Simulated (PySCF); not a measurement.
LiB: energy against distance

Set-up: PySCF, no relativity, basis sets Li 6-31G(d,p), B 6-31G(d,p). Energies in eV from Li + B in their ground configurations at the same level. State: ³Π (triplet), unpaired electrons σ ↑, π ↑.

All columns are PBE0. A positive dipole means Li(−)B(+).

| R (Å) | E (eV) | μ (D) | Mulliken charge on Li (basis-dependent) | HOMO (eV) | LUMO (eV) | Mayer bond order | ⟨S²⟩ |
| --- | --- | --- | --- | --- | --- | --- | --- |
| 1.848 | -0.998 | -4.52 | 0.04 | -4.06 | -1.78 | 1.36 | 2.00 |
| 1.934 | -1.164 | -4.61 | 0.06 | -3.96 | -1.70 | 1.33 | 2.00 |
| 2.020 | -1.258 | -4.70 | 0.08 | -3.88 | -1.63 | 1.30 | 2.00 |
| 2.084 | -1.292 | -4.76 | 0.09 | -3.83 | -1.59 | 1.28 | 2.00 |
| 2.149 | -1.301 | -4.82 | 0.10 | -3.78 | -1.55 | 1.26 | 2.00 |
| 2.213 | -1.292 | -4.87 | 0.11 | -3.74 | -1.51 | 1.24 | 2.00 |
| 2.299 | -1.256 | -4.92 | 0.12 | -3.69 | -1.48 | 1.21 | 2.00 |
| 2.407 | -1.185 | -4.96 | 0.14 | -3.66 | -1.55 | 1.17 | 2.00 |
| 2.536 | -1.078 | -4.94 | 0.15 | -3.64 | -1.65 | 1.11 | 2.00 |
| 2.708 | -0.921 | -4.81 | 0.16 | -3.66 | -1.76 | 1.02 | 2.01 |

A fit through these points gives, at Re = 2.146 Å, μ = -4.82 D and dμ/dR = -0.855 D/Å; the reduced mass is 4.285 u.

**Question.** How strong is the fundamental in the double-harmonic approximation, I = 42.26·(dμ/dR)²/μred km/mol?

**Answer.** I = 42.26·(-0.855)²/4.285 = 7.21 km/mol at PBE0.

The state is the lowest determinant that a PBE0 search found; another state may lie lower at other levels.
